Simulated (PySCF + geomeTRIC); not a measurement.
Computed with TPSSh-D3(BJ)/def2-TZVP run with PySCF + geomeTRIC. fastk is a local helper that only speeds up exchange builds. No frequencies were computed at this level.

```python
import json, numpy as np
from pyscf import gto, dft
from fastk import lowrank_exchange
atoms = """
Cl     2.013508    -0.256975    -0.000411
Al    -0.000014     0.000007     0.000062
Cl    -0.784210     1.872270    -0.000207
Cl    -1.229284    -1.615302     0.000556
"""
def scf(charge, spin, dm0=None):
    mol = gto.M(atom=atoms, basis='def2-tzvp', ecp={}, charge=charge, spin=spin, verbose=3, max_memory=5040)
    mf = dft.KS(mol, xc='tpssh').density_fit(auxbasis="def2-universal-jkfit")
    mf.disp = 'd3bj'
    mf.grids.level = 3
    mf.conv_tol = 1e-8
    mf.max_cycle = 60
    mf.kernel(dm0)
    if not mf.converged:
        mf = mf.newton().run(mf.mo_coeff, mf.mo_occ).undo_soscf()
    return mf
mf = scf(0, 0)
from pyscf.geomopt.geometric_solver import kernel as optimize
path = []
done, mol = optimize(mf, maxsteps=80, assert_convergence=False, callback=lambda env: path.append((env["energy"], bool(env["g_scanner"].converged))))
res = dict(converged=bool(done and path[-1][1]), energy=path[-1][0], path=[e for e, c in path], xyz=mol.atom_coords(unit="Angstrom").tolist(), nao=mol.nao)
json.dump(res, open("result.json", "w"))
```

Output:

```
converged SCF energy = -1623.35401961568
Geometry optimization cycle 1
converged SCF energy = -1623.35401961568
cycle 1: E = -1623.35401962  dE = -1623.35  norm(grad) = 0.0318497
Geometry optimization cycle 2
converged SCF energy = -1623.35609059119
cycle 2: E = -1623.35609059  dE = -0.00207098  norm(grad) = 0.0095236
Geometry optimization cycle 3
converged SCF energy = -1623.35631175614
cycle 3: E = -1623.35631176  dE = -0.000221165  norm(grad) = 0.000856642
Geometry optimization cycle 4
converged SCF energy = -1623.35631339787
cycle 4: E = -1623.3563134  dE = -1.64173e-06  norm(grad) = 9.52361e-05
Geometry optimization cycle 5
converged SCF energy = -1623.35631319651
cycle 5: E = -1623.3563132  dE = 2.0136e-07  norm(grad) = 0.000199866
Geometry optimization cycle 6
converged SCF energy = -1623.35631325918
cycle 6: E = -1623.35631326  dE = -6.2671e-08  norm(grad) = 0.000206489
<class 'geometric.internal.Distance'> : 3
<class 'geometric.internal.Angle'> : 2
<class 'geometric.internal.OutOfPlane'> : 1
<class 'geometric.internal.TranslationX'> : 1
<class 'geometric.internal.TranslationY'> : 1
<class 'geometric.internal.TranslationZ'> : 1
<class 'geometric.internal.RotationA'> : 1
<class 'geometric.internal.RotationB'> : 1
<class 'geometric.internal.RotationC'> : 1
Step    0 : Gradient = 1.592e-02/1.842e-02 (rms/max) Energy = -1623.3540196157
Step    1 : Displace = 2.685e-02/3.106e-02 (rms/max) Trust = 1.000e-01 (=) Grad = 4.762e-03/5.529e-03 (rms/max) E (change) = -1623.3560905912 (-2.071e-03) Quality = 1.281
Step    2 : Displace = 1.146e-02/1.329e-02 (rms/max) Trust = 1.414e-01 (+) Grad = 4.283e-04/5.224e-04 (rms/max) E (change) = -1623.3563117561 (-2.212e-04) Quality = 1.071
Step    3 : Displace = 1.309e-03/1.397e-03 (rms/max) Trust = 2.000e-01 (+) Grad = 4.762e-05/6.623e-05 (rms/max) E (change) = -1623.3563133979 (-1.642e-06) Quality = 0.791
Step    4 : Displace = 1.155e-03/1.961e-03 (rms/max) Trust = 2.828e-01 (+) Grad = 9.993e-05/1.201e-04 (rms/max) E (change) = -1623.3563131965 (+2.014e-07) Quality = -0.556
Step    5 : Displace = 3.403e-04/5.804e-04 (rms/max) Trust = 5.773e-04 (-) Grad = 1.032e-04/1.383e-04 (rms/max) E (change) = -1623.3563132592 (-6.267e-08) Quality = 0.159
Converged! =D
```

Cost: around 100 core-seconds (rough).
